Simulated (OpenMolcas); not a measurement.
# Exact exchange and the HOMO–LUMO gap of C4H6 (1,2-butadiene)

C4H6 has 10 atoms, charge 0, and is taken as a singlet. SMILES: `C=C=CC`. The shape is that of a PBE0-D4/def2-TZVP optimisation.

The HOMO–LUMO gap y, in eV, basis cc-pVDZ; a is the functional's share of exact exchange. Programs: OpenMolcas 26.06.

| functional | program | a | y (eV) |
| --- | --- | --- | --- |
| revPBE | OpenMolcas | 0 | 5.57 |
| BLYP | OpenMolcas | 0 | 5.52 |
| B3LYP | OpenMolcas | 0.2 | ? |
| PBE0 | OpenMolcas | 0.25 | 7.75 |
| BHLYP | OpenMolcas | 0.5 | 9.92 |

Problem. Fit y = c + s·a to the known rows and predict B3LYP.

Solution. 
1. Means of the 4 rows: a = 0.1875, y = 7.190.
2. Σ(Δa)² = 0.17188, Σ(Δa·Δy) = 1.505, so the slope is 1.505/0.17188 = 8.7561.
3. Intercept: 7.190 − (8.7561) × 0.1875 = 5.548. The largest residual of the fit is 0.028.
4. B3LYP: 5.548 + (8.7561) × 0.2 = 7.30 eV.

The run gave 7.29 eV, so the prediction is off by +0.01 eV, within the scatter of the fit. Exact exchange lowers occupied levels and raises empty ones. The rows mix families of semi-local functionals, which the line can't see.
